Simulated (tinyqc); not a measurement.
Orbital energy against energy difference: ionisation energy by orbital energies and by energy differences in the 6-31g basis, for H2O, spin multiplicity 1. Computed by the program tinyqc with PySCF. Command: `OMP_NUM_THREADS=1 python tinyqc.py 111535 111536 out.jsonl`; one thread of a shared host (Intel(R) Xeon(R) Processor @ 2.60GHz), about 8 s.

Geometry (angstrom):
```
atom       x        y       z
O     0.0000   0.0000  0.0000
H     0.0000   0.7180  0.5290
H     0.0000  -0.6980  0.5140
```

CCSD(T) difference in the same basis = 12.1555 eV

IP-EOM-CCSD = 11.9289 eV

The cation is unrestricted; errors are against CCSD(T) in this basis, not against experiment.

First vertical ionisation energy (eV):
```
method     -e(HOMO)  E(cation) - E  error of -e(HOMO)  error of the difference
HF           13.756       11.27665              1.601                   -0.879
LDA           6.438       13.03328             -5.717                    0.878
PBE           6.343       12.69553             -5.813                    0.540
B3LYP         8.091       12.75529             -4.064                    0.600
PBE0          8.463       12.64070             -3.693                    0.485
CAM-B3LYP     9.990       12.75280             -2.165                    0.597
LC-wPBE      11.442       12.79239             -0.713                    0.637
```

Koopmans errs by +1.60 eV and Delta-HF by -0.88 eV: relaxation, 2.48 eV, lowers the value and the missing correlation difference works against it. The PBE level is off by -5.8 eV through the wrong tail of its potential, though its energy difference is off by +0.54 eV; exact exchange deepens the level, and among the orbital energies LC-wPBE comes closest; among the differences PBE0 does.
